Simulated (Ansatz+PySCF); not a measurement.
Two shapes of doublet C3H3.

Shape 1:

```xyz
6

C     0.0000    0.0000   -0.2756
C     0.0000    0.0000   -1.4979
H     0.0000    0.0000   -2.5601
C     0.0000    0.0000    1.0914
H     0.0000   -0.8871    1.6211
H     0.0000    0.8871    1.6211
```

Shape 2:

```xyz
6

C     0.0000    0.0000   -0.3008
C     0.0000    0.0000   -1.4731
H     0.0000    0.0000   -2.5353
C     0.0000    0.0000    1.0661
H     0.0000   -0.9300    1.6215
H     0.0000    0.9300    1.6215
```

Basis set: cc-pVTZ (spherical functions). Left uncorrelated: 3 orbitals. Correlation on ROHF uses semicanonical orbitals with singles. Charge 0, multiplicity 2.

Computed with Ansatz (development build ahead of 0.2.0) and PySCF 2.14.0; each method stands on the lowest determinant of its kind that the runs found.

(1) Which shape is lower in energy, and by how much in each method?

Answers

(1)

```json
{"method": "ROHF", "E(2) − E(1) (eV)": "-0.096"}
{"method": "UHF", "E(2) − E(1) (eV)": "0.011"}
{"method": "ROHF-MP2", "E(2) − E(1) (eV)": "0.087"}
{"method": "UHF-MP2", "E(2) − E(1) (eV)": "-0.070"}
{"method": "ROHF-CCSD(T)", "E(2) − E(1) (eV)": "0.068"}
```

The methods disagree on the order. Caution for UHF, UHF-MP2: the unrestricted determinant is spin contaminated. Caution for ROHF-MP2, UHF-MP2: forces differ strongly between restricted and unrestricted references.
